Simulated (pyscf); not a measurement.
# Insertion: `[CH3][In]` [singlet] + `[ClH]` → `[CH3][InH][Cl]`

Gas phase, singlet surface, charge 0. Bonds broken: Cl6–H7. Bonds formed: In1–Cl6, In1–H7. PySCF, gas phase, ωB97X-D3(BJ)/def2-SVP geometries. Correlated levels are frozen-core, on RHF or UHF. ΔMP2 is the change of the MP2 total energy from the triple- to the quadruple-zeta basis.

Transition state (Å):

```xyz
7

In    -1.3761    -0.7389    -0.1870
C      0.3617     0.2500    -0.9881
H      0.8217     0.8667    -0.2006
H      0.0997     0.8867    -1.8464
H      1.0940    -0.5047    -1.3170
Cl    -1.0937    -1.1864     2.4703
H     -2.2340    -1.4513     1.2103
```

One imaginary mode, 1142i cm⁻¹; descent along it reached the two sides named, in the forms told below.

```
bond     change  reactant side (Å)  saddle  product side
-------  ------  -----------------  ------  ------------
Cl6–H7   breaks              1.285   1.720           3.4
In1–Cl6   forms                3.2     2.7         2.363
In1–H7    forms                3.5   1.788         1.713
```

Electronic energies relative to the separated reactants (kJ/mol):

| level | barrier | reaction energy | reverse barrier |
|---|---|---|---|
| ωB97X-D3(BJ)/def2-TZVP | 55.5 | -154.6 | 210.1 |
| PBE/def2-TZVP | 24.9 | -116.9 | 141.8 |
| r²SCAN/def2-TZVP | 23.7 | -139.4 | 163.1 |
| B3LYP-D3(BJ)/def2-TZVP | 51.5 | -113.8 | 165.3 |
| PBE0-D3(BJ)/def2-TZVP | 40.5 | -132.3 | 172.8 |
| M06-2X/def2-TZVP | 55.8 | -137.1 | 192.9 |
| ωB97M-D3(BJ)/def2-TZVP | 68.7 | -127.2 | 195.9 |
| HF/def2-TZVP | 129.1 | -128.7 | 257.8 |
| MP2/def2-QZVPP | 54.1 | -126.9 | 181.1 |
| CCSD/def2-TZVPP | 83.4 | -120.1 | 203.5 |
| CCSD(T)/def2-TZVPP | 68.1 | -122.8 | 190.9 |
| CCSD(T)/def2-TZVPP + ΔMP2(QZVPP) | 61.6 | -124.8 | 186.4 |

With CCSD(T)/def2-TZVPP + ΔMP2(QZVPP) energies and thermal terms (ideal gas, 1 atm, RRHO with modes under 100 cm⁻¹ raised to 100, one conformer, R ln 2 for chiral ones without a mode under 150 cm⁻¹), in kJ/mol:

```
T (K)   ΔH‡    ΔG‡      ΔH     ΔG
-----  ----  -----  ------  -----
298    58.2   93.0  -121.6  -86.0
600    58.4  128.3  -119.9  -50.5
900    60.0  162.9  -116.5  -16.4
1200   61.9  197.0  -112.6  +16.3
```

On the reactant side the descent ends in a complex, 19.3 kJ/mol under the separated species and 74.8 kJ/mol under the saddle at ωB97X-D3(BJ)/def2-TZVP. The same reactants have a lower exit, to Cl–In [singlet] + CH₄ (barrier -6.9 kJ/mol at ωB97M-D3(BJ)/def2-TZVP, against +68.7 kJ/mol here). This is the saddle that the search found; another between the same sides may lie lower. The CCSD(T) − MP2 part came from Ansatz, without density fitting, on the same reference. The frozen core leaves the outer d or s,p core shells of the metals and heavy elements correlated in the MP2 and CC values, and def2-TZVPP describes them poorly, which can shift differences by a few kcal/mol. Elements past Kr carry the def2 core potentials, without spin-orbit coupling.
